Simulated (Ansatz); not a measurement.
Two isomers of C4H8O2: A = `C=COCOC`, B = `CC1OCCO1`.

Computed with Ansatz on PBE0-D4/def2-TZVP structures; ΔE is electronic, products minus reactants. CCSD(T)/CBS is the MP2 limit (def2-TZVPP, def2-QZVPP) plus CCSD(T) − MP2 in def2-TZVPP, frozen cores. DFT in def2-TZVPP. B3LYP here is the variant with VWN-RPA as its local correlation; programs differ in this. Each species was taken in one conformer, which may not be the lowest.

Q: Which isomer does CCSD(T)/CBS put lower? Give the gap. (An estimate is asked.)

A: Computed: B, by 86.9 kJ/mol.

Q: Give E(B) − E(A) in kJ/mol with PBE0-D4, MP2/def2-TZVPP, CCSD(T)/def2-TZVPP, HF/def2-TZVPP, B3LYP, B3LYP-D4, PBE-D4. (Estimate.)

A: Computed: PBE0-D4 -95.3, MP2/def2-TZVPP -93.3, CCSD(T)/def2-TZVPP -86.6, HF/def2-TZVPP -78.1, B3LYP -67.2, B3LYP-D4 -70.5, PBE-D4 -81.2. None reverses the order clearly.

Largest T1 diagnostic: 0.012.

The D4 term adds −3.3 kJ/mol with B3LYP and −1.4 kJ/mol with PBE0; it sums over pairs of atoms, weighted by their polarisabilities, and B3LYP, whose exchange is more repulsive, gets the larger term. From PBE to PBE0 (25 % exact exchange), in def2-TZVPP and without D4, E(B) − E(A) moves by −14.6 kJ/mol.
